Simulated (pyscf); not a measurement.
PySCF, gas phase, ωB97X-D3(BJ)/def2-SVP geometries. MP2 and CC: frozen core, UHF for open shells. ΔMP2 is the change of the MP2 total energy from the triple- to the quadruple-zeta basis.

How much does it cost (ΔH, 298 K, CCSD(T)/def2-TZVPP + ΔMP2(QZVPP)) to split Cl–C(Cl)(Cl)–Cl at its C–Cl bond into Cl• + Cl–C•(Cl)–Cl?

C–Cl to Cl• + Cl–C•(Cl)–Cl: 2.95 eV. The CCSD(T) − MP2 part came from Ansatz, without density fitting, on the same reference. Left out: the spin-orbit lowering of Cl.
